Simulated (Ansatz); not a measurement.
# BH₃O (triplet): from Hartree-Fock to the top rungs at distance B1–H4 along a hydrogen transfer = 1.110 Å, cc-pVDZ

Aim: climb from Hartree-Fock through coupled cluster and multireference methods for BH₃O (triplet) at one geometry and basis, and see what each rung misses.

Program: Ansatz 0.2.0, Gaussian basis. Level of theory: cc-pVDZ, core rule «outside noble gas», up to 2 orbitals frozen. These are calculated values, not measurements.

The runs, in order: UHF; CCSD(T) on ROHF; CCSD(T) on UHF; BCCD(T) on ROHF; CISD; CCSDT(Q) on ROHF; CCSDT(Q) on UHF; CASSCF and MRCISD+Q, 4 electrons in 4 orbitals; CASSCF and NEVPT2, 4 electrons in 4 orbitals.

17 further runs of the same task are left out: 9 for a known fault of the program, 2 for a mislabelled method, 5 that didn't finish, 1 set aside as unsound or not needed.

## Step 1: The geometry

The geometry derives from fragments relaxed apart (PBE0/def2-TZVP) and kept rigid, so it is no stationary point. A hydrogen atom is moved between rigid fragments.

5 atoms, charge 0, spin multiplicity 3.

Atoms are counted from 1 here; the program's logs count them from 0.

Bond lengths: B1–H2 1.193 Å, B1–H3 1.193 Å, B1–H4 1.110 Å. Angles: H2–B1–H3 120.0°, H2–B1–H4 120.0°, H3–B1–H4 120.0°.

Geometry (Å):

```xyz
5

B    -1.3465    0.0000    0.0000
H    -1.9432    1.0336    0.0000
H    -1.9432   -1.0336    0.0000
H    -0.2365    0.0000    0.0000
O     1.1695    0.0000    0.0000
```

## Step 2: UHF

Contents of in.yaml:

```yaml
crystal:
  periodic: [false, false, false]
  atoms:
    - {symbol: B, position_ang: [-1.346453, 0.000000, 0.000000]}
    - {symbol: H, position_ang: [-1.943186, 1.033571, 0.000000]}
    - {symbol: H, position_ang: [-1.943186, -1.033571, 0.000000]}
    - {symbol: H, position_ang: [-0.236453, 0.000000, 0.000000]}
    - {symbol: O, position_ang: [1.169547, 0.000000, 0.000000]}
basis:
  gaussian: {orbitals: cc-pVDZ}
magnetization: {spin_polarized: true, initial_magnetization: 2}
hamiltonian: {xc: hf}
output: {orbitals: {seedname: orbitals}}
```

Launch:

```bash
ansatz run in.yaml --threads 1 --pin off --events-out ev --progress --plain --max-ram 2393MiB
```

Further steps of the session: CCSD(T) on ROHF; CCSD(T) on UHF; BCCD(T) on ROHF; CISD; CCSDT(Q) on ROHF; CCSDT(Q) on UHF; CASSCF and MRCISD+Q, 4 electrons in 4 orbitals; CASSCF and NEVPT2, 4 electrons in 4 orbitals.

Q: Predict the results of all the runs planned. Wanted: UCCSDT(Q) below the RHF energy; RMP2 from UCCSDT(Q); UMP2 from UCCSDT(Q); RCCSD from UCCSDT(Q); RCCSD(T) from UCCSDT(Q); UCCSD(T) from UCCSDT(Q); RCCSDT(Q) from UCCSDT(Q); NEVPT2 pair from UCCSDT(Q); T1 diagnostic.

The runs gave:

```
                         quantity                                                   value
   UCCSDT(Q) below the RHF energy                                              -7.0221 eV
              RMP2 from UCCSDT(Q)                                         +28.14 kcal/mol
              UMP2 from UCCSDT(Q)                                         +27.85 kcal/mol
             RCCSD from UCCSDT(Q)                                          +2.84 kcal/mol
          RCCSD(T) from UCCSDT(Q)                                          +0.61 kcal/mol
          UCCSD(T) from UCCSDT(Q)                                          +0.58 kcal/mol
         RCCSDT(Q) from UCCSDT(Q)                                          +0.03 kcal/mol
       NEVPT2 pair from UCCSDT(Q)                                         +27.82 kcal/mol
levels within 1 kcal/mol (43 meV)  RCCSD(T), UCCSD(T), BCCD(T), RCCSDT, UCCSDT, RCCSDT(Q)
                    T1 diagnostic                                                   0.024
```

**Reading.** RCCSD(T) misses by +0.61 kcal/mol, 0.4 % of the correlation energy. These misses are within one basis, not against nature; the frozen cores of restricted and unrestricted runs differ, which can shift their rows.
